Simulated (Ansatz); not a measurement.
A made-up structure of Si₂H₃S (charge -1), closed shell:

Si1  (-0.501, 0.495, -1.198)
Si2  (0.657, -0.311, 0.579)
S3  (1.325, -2.117, 1.122)
H4  (-1.619, -0.513, -1.357)
H5  (-1.204, 1.614, -0.446)
H6  (1.770, -3.186, 1.836)
(Å)

It is relaxed with PBE-D4/def2-SVPD and then PBE0-D4/def2-TZVPD (Ansatz 0.2.0). Atoms count as bonded within 1.22 times the sum of their covalent radii (H–H: 0.88 Å). The end point is not checked to be a true minimum.

(1) Does its bonding change? (A judgement: the text doesn't fix the answer.)

Results:

(1) Computed: No: no bond forms or breaks.

Where it ends: The first stage lowers the energy by 2.57 eV in 14 steps. It ends as Si₂H₃S ([SiH2][Si][SH]), total charge -1:
Si1  (-0.537, 0.259, -0.670)
Si2  (0.852, -0.198, 0.983)
S3  (0.776, -2.427, 0.855)
H4  (-1.473, -0.645, -1.427)
H5  (-1.095, 1.650, -0.752)
H6  (1.905, -2.657, 1.547)
(Å)

Labels in which every atom is bracketed show which atoms are joined, not bond orders.

For scale, one of the runs: PBE0-D4/def2-TZVPD relaxation, 159 basis functions, launched by `ansatz run in.yaml --threads 2 --pin off --events-out ev --progress --plain --max-ram 4352MiB`. Hardware: 2 CPU threads of an Intel Xeon 6975P-C, shared host. Wall time about 25 s.
